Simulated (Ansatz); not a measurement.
Species: water, H$_{2}$O (charge 0, singlet). SMILES: O
Coordinates optimised at B3LYP-D3(BJ)/def2-TZVP (Ansatz, an electronic-structure program):
```
O
H 1 0.9627
H 1 0.9627 2 105.24
```

Wanted: size of the dipole moment, in D. Terms: LANL2DZ all-electron up to Ne; spin-orbit terms left out; 6-311+G** with 5d; non-relativistic; no dispersion term unless named; 6-31G* and kin with 6d, 5d where marked. First-principles rows: single points at B3LYP-D3(BJ) geometries (Ansatz).

Measured values: NIST CCCBDB, as tabulated in the package chemicals; dipoles are vibrational averages. 

Value to compare with, the measured value: 1.85 D.

```json
[
 {"level": "B3LYP/STO-3G", "program": "Ansatz", "size of the dipole moment (D)": "1.67", "error": "-0.18"},
 {"level": "B3LYP/3-21G", "program": "Ansatz", "size of the dipole moment (D)": "2.24", "error": "0.39"},
 {"level": "B3LYP/LANL2DZ", "program": "Ansatz", "size of the dipole moment (D)": "2.54", "error": "0.69"},
 {"level": "B3LYP/6-31G", "program": "Ansatz", "size of the dipole moment (D)": "2.45", "error": "0.60"},
 {"level": "B3LYP/6-31G*", "program": "Ansatz", "size of the dipole moment (D)": "2.07", "error": "0.22"},
 {"level": "B3LYP/6-31+G*", "program": "Ansatz", "size of the dipole moment (D)": "2.25", "error": "0.40"},
 {"level": "B3LYP/6-31G**", "program": "Ansatz", "size of the dipole moment (D)": "2.02", "error": "0.17"},
 {"level": "B3LYP/def2-SVP", "program": "Ansatz", "size of the dipole moment (D)": "1.97", "error": "0.12"},
 {"level": "B3LYP/cc-pVDZ", "program": "Ansatz", "size of the dipole moment (D)": "1.90", "error": "0.05"},
 {"level": "B3LYP/6-311+G**", "program": "Ansatz", "size of the dipole moment (D)": "2.16", "error": "0.31"}
]
```

Among the 10 habitual levels, B3LYP/LANL2DZ lies farthest from the measured value (0.69 D) and B3LYP/cc-pVDZ nearest (0.05); 9 of 10 lie above it, and their mean absolute error is 0.31 D, the median 0.27. One case shows no general order.

The sets are all those run for this method; runs whose electronic state is in doubt are left out.
